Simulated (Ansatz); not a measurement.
A calculation on cubic perovskite CsSnBr3 returned lattice constant a 5.896 Å, bulk modulus 19.3 GPa, band gap 0.65 eV.

Which level of theory produced these numbers?
(A) PBE+SOC (Ansatz, a first-principles code)
(B) LDA (Ansatz)
(C) PBEsol (Ansatz)
(D) PBE (Ansatz)

D, PBE (Ansatz)

The others give: LDA 5.665 Å, 25.7 GPa, 0.00 eV; PBE+SOC 5.896 Å, 19.2 GPa, 0.29 eV; PBEsol 5.765 Å, 22.1 GPa, 0.22 eV.

Unless a cell is named, each level is at its own relaxed cell (LDA 36.36, PBE 41.00, PBE+SOC 40.99, PBEsol 38.33 Å³/atom).

Spin–orbit coupling is included only where a level's name says +SOC; with heavier elements it mostly lowers gaps and can invert bands. A gap of zero means that the bands touch or overlap. Density-functional gaps are differences of (generalised) Kohn–Sham levels.

Caveats: the relaxation could not lower the start's symmetry, so the cell can be a saddle point above a distorted one (LDA, PBE+SOC, PBEsol, PBE). Ansatz's density-functional and Hartree–Fock values are scalar-relativistic unless marked +SOC, with PAW data made under PBE.
